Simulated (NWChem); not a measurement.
Correlation energy of C (+1)

```xyz
1

C      0.0000     0.0000     0.0000
```
Charge +1, spin multiplicity 2.

The numbers come from NWChem runs, not from measurements.

Basis set: def2-SVP. Each correlation energy counts from its own Hartree-Fock reference.

The correlated methods keep 1 core orbital frozen. No SCF solution was tested for a lower state. Open-shell Hartree-Fock references start from PBE0 orbitals. Coupled-cluster values serve here as a point of comparison, not as the truth.

### Question
For the correlation energy, CCSD(T) on ROHF gives -71.2 mHa and CCSD(T) on UHF gives -67.4 mHa. What do SCS-UMP2, CCSDT on ROHF, CCSD on UHF give?

### Answer
SCS-UMP2: -48.1 mHa; CCSDT on ROHF: -71.4 mHa; CCSD on UHF: -66.7 mHa.
